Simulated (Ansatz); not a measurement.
in.yaml

```yaml
crystal:
  periodic: [false, false, false]
  atoms:
    - {symbol: Ti, position_ang: [0.000000, 0.000000, 0.000000]}
    - {symbol: F, position_ang: [0.000000, 0.000000, 1.738600]}
basis:
  gaussian: {orbitals: def2-TZVPP}
total_charge: 1
magnetization: {spin_polarized: true, initial_magnetization: 4}
correlation: {method: ccsdt_q, electrons: outside_noble_gas}
```

```sh
$ ansatz run in.yaml --threads 2 --pin off --events-out ev --progress --plain --max-ram 16896MiB --backend cuda --devices 0, --max-vram 18GiB
```

Output:

```
1175 factors; integrals over basis functions are off by at most 1.7e-7 eV
mean field evaluation 1: about -25780.5780 eV, gradient 2.7e1 eV
mean field evaluation 2: about -25780.5874 eV, gradient 2.7e1 eV
mean field evaluation 4: about -25782.9939 eV, gradient 2.9e0 eV
mean field evaluation 8: about -25783.0755 eV, gradient 1.2e-1 eV
mean field evaluation 16: about -25783.1852 eV, gradient 9.5e-1 eV
mean field evaluation 32: about -25783.6789 eV, gradient 8.1e-5 eV
mean field evaluation 64: about -25783.6783 eV, gradient 2.1e-6 eV
mean field evaluation 96: about -25783.0766 eV, gradient 1.8e-3 eV
mean field evaluation 128: about -25783.4079 eV, gradient 1.0e-1 eV
mean field evaluation 160: about -25783.5144 eV, gradient 8.9e-6 eV
...
cycle   1  -6.62178638 eV  update   2.4e-6
cycle   2  -6.62178686 eV  change   -4.8e-7 eV  update   2.3e-6
cycle   3  -6.62178778 eV  change   -9.2e-7 eV  update   2.2e-6
cycle   4  -6.62178861 eV  change   -8.2e-7 eV  update   1.9e-6
cycle   5  -6.62178923 eV  change   -6.2e-7 eV  update   1.8e-6
cycle   6  -6.62178909 eV  change    1.4e-7 eV  update   1.7e-6
cycle   7  -6.62178858 eV  change    5.0e-7 eV  update   1.6e-6
cycle   8  -6.62179146 eV  change   -2.9e-6 eV  update   1.4e-6
cycle   9  -6.62179468 eV  change   -3.2e-6 eV  update   9.0e-7
cycle  10  -6.62179431 eV  change    3.7e-7 eV  update   6.6e-7
perturbative correction -0.00460015 eV, -0.0001690525 hartree
Total energy: -25790.30530006 eV, -947.7762384804 hartree
```

Ran on 2 threads of AMD EPYC 7R13 with a shared H100 80 GB, shared host: 42 s wall, 1.1 GiB peak host memory.
